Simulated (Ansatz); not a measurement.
# PH₂+ (singlet): wave-function methods side by side, cc-pVTZ

An exercise on one series of results from a longer session: the logs are not shown, and one member is left open.

Computed with Ansatz 0.2.0, Gaussian basis. Level: cc-pVTZ, core rule «outside noble gas», up to 5 orbitals frozen.

The runs, in order: UHF; CCSD(T) on RHF; CCSD(T) on UHF; BCCD(T) on RHF; CISD; CCSDT(Q) on RHF; CCSDT(Q) on UHF; CASSCF and MRCISD+Q, 6 electrons in 6 orbitals; CASSCF and NEVPT2, 6 electrons in 6 orbitals.

15 further runs of the same task are left out: 6 that didn't finish, 9 set aside as unsound or not needed. Runs told in other sessions of the task aren't counted.

## The geometry

The geometry is a PBE0/def2-TZVP stationary point (not a proven minimum) of the parent state, kept for this charge and spin.

3 atoms, charge 1, spin multiplicity 1.

Atoms are counted from 1 here; the program's logs count them from 0.

Bond lengths: P1–H2 1.416 Å, P1–H3 1.416 Å. Angles: H2–P1–H3 122.2°.

Geometry (Å):

```xyz
3
charge 1, multiplicity 1
P     0.00000   -0.04181    0.00000
H     0.00000    0.64245   -1.23972
H     0.00000    0.64245    1.23972
```

The first run:

Input file in.yaml:

```yaml
crystal:
  periodic: [false, false, false]
  atoms:
    - {symbol: P, position_ang: [0.000000, -0.041813, 0.000000]}
    - {symbol: H, position_ang: [0.000000, 0.642452, -1.239718]}
    - {symbol: H, position_ang: [0.000000, 0.642452, 1.239718]}
basis:
  gaussian: {orbitals: cc-pVTZ}
total_charge: 1
magnetization: {spin_polarized: true, initial_magnetization: 0}
hamiltonian: {xc: hf}
output: {orbitals: {seedname: orbitals}}
```

The run is started by

```sh
ansatz run in.yaml --threads 1 --pin off --events-out ev --progress --plain --max-ram 2393MiB
```

Steps of the session up to this table: UHF; CCSD(T) on RHF; CCSD(T) on UHF; BCCD(T) on RHF; CISD; CCSDT(Q) on RHF; CCSDT(Q) on UHF; CASSCF and MRCISD+Q, 6 electrons in 6 orbitals; CASSCF and NEVPT2, 6 electrons in 6 orbitals.

One table of the session follows, with a row left open; its other results are not shown here.

It belongs to the step «Misses and costs». 

```
          method  from RCCSDT(Q) (kcal/mol)
             RHF                     +98.12
             UHF                     +86.47
            RMP2                     +22.26
            UMP2                     +21.50
            CISD                      +7.68
           RCCSD                      +3.43
           UCCSD                      +3.63
        RCCSD(T)                      +0.70
        UCCSD(T)                      +1.23
         BCCD(T)                      +0.71
          RCCSDT                      +0.12
          UCCSDT                      +0.24
       RCCSDT(Q)                          0
       UCCSDT(Q)                      +0.07
  CASSCF valence                     +60.38
  NEVPT2 valence                     +17.83
  MRCISD valence                          ?
MRCISD+Q valence                      +0.65
```

**Question.** Estimate the row for MRCISD valence.

**Answer.** from RCCSDT(Q) (kcal/mol): +3.23. In the column «from RCCSDT(Q) (kcal/mol)» it lies between UCCSD(T) (+1.23) and RCCSD (+3.43).

Limits of these values: The determinant of HF (⟨S²⟩ 0.75) is far from a pure spin state, so its energy mixes those of several spin states; that is harmless only where they are near-degenerate. The determinant of CCSD(T) (⟨S²⟩ 0.75) is far from a pure spin state, so its energy mixes those of several spin states; high orders of coupled cluster remove much of that, low ones don't. The determinant of CCSDT(Q) (⟨S²⟩ 0.75) is far from a pure spin state, so its energy mixes those of several spin states; high orders of coupled cluster remove much of that, low ones don't. Restricted and unrestricted rows rest on different reference determinants; a gap between their highest levels can come from leftover correlation error, from unlike frozen cores or from another state.
